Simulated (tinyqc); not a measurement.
Stretching all distances: RHF, UHF, MP2, CISD and CCSD against full CI in the sto-3g basis, for HF, spin multiplicity 1. Computed by the program tinyqc with PySCF. All coordinates are multiplied by the scale. c0^2 is the weight of the RHF determinant in the lowest singlet FCI state (UHF is spin-contaminated and may lie near states of higher spin) and n(LUMO) the first natural occupation beyond the occupied space.

Geometry (angstrom):
```
atom       x       y       z
F     0.0000  0.0000  0.0000
H     0.0000  0.0000  0.9050
```

Full CI energy (hartree) and errors against it (kcal/mol):
```
scale   distance 1-2 (angstrom)      E(FCI)       RHF      UHF      MP2    CISD    CCSD  <S^2> UHF    c0^2  n(LUMO)
0.9300                   0.8417  -98.572288   12.9241  12.9241   3.9649  0.0000  0.0000     0.0000  0.9895   0.0208
1.1200                   1.0136  -98.602979   21.3646  21.3646   7.5991  0.0000  0.0000     0.0000  0.9766   0.0461
1.3000                   1.1765  -98.582642   32.6907  32.6907  12.9162  0.0000  0.0000     0.0000  0.9541   0.0903
1.4800                   1.3394  -98.550129   47.5695  37.3681  20.1927  0.0000  0.0000     0.4441  0.9183   0.1612
1.6700                   1.5113  -98.517388   67.0363  28.8522  29.6607  0.0000  0.0000     0.7254  0.8648   0.2675
1.8600                   1.6833  -98.491887   89.5109  18.5573  39.8544  0.0000  0.0000     0.8639  0.7993   0.3980
2.0400                   1.8462  -98.475527  111.8977  11.0249  48.4052  0.0000  0.0000     0.9304  0.7350   0.5266
2.2200                   2.0091  -98.465482  133.4553   6.1498  54.0773  0.0000  0.0000     0.9646  0.6768   0.6429
2.4100                   2.1810  -98.459507  153.8319   3.1832  55.7172  0.0000  0.0000     0.9828  0.6269   0.7426
```

What does the comparison show, and why?

UHF parts from RHF first at scale 1.48 of those listed, where <S^2> leaves zero. The weight c0^2 goes from 0.99 to 0.63 and n(LUMO) from 0.02 to 0.74: static correlation grows as the bonds break into open-shell fragments. The spread of the error along the curve, which distorts its shape, is CISD 0.0, CCSD 0.0, UHF 34.2, MP2 51.8, RHF 140.9 kcal/mol. With one virtual orbital CISD and CCSD are exact.
